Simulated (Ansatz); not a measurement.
## Calcium, fcc: convergence with Methfessel-Paxton smearing

Computed with Ansatz, r²SCAN, scalar-relativistic PAW, on the relaxed cell (a = 5.567 Å; spin not included). Errors count from a run at 500 eV on a Γ-centred 16×16×16 mesh with Fermi-Dirac smearing of 0.1 eV, extrapolated to zero width. Fixed here: cutoff 500 eV, mesh 10×10×10. The SCF starts from atomic densities corrected by a trained network.

| width (eV) | E(σ→0) error (meV/atom) | F error (meV/atom) | P (GPa) | SCF iterations |
| --- | --- | --- | --- | --- |
| 0.01 | -2.1 | -2.1 | -0.04 | 5 |
| 0.03 | -2.2 | -2.2 | -0.04 | 5 |
| 0.1 | -2.2 | -2.3 | -0.03 | 6 |
| 0.2 | -2.0 | -1.8 | -0.03 | 6 |
| 0.3 | -1.6 | -1.9 | -0.02 | 6 |
| 1.0 | 8.1 | 10.7 | -0.01 | 6 |

What does the run at 0.6 give (width)?

E(σ→0) error (meV/atom): -2.7; F error (meV/atom): 1.3; P (GPa): -0.02; SCF iterations: 6.
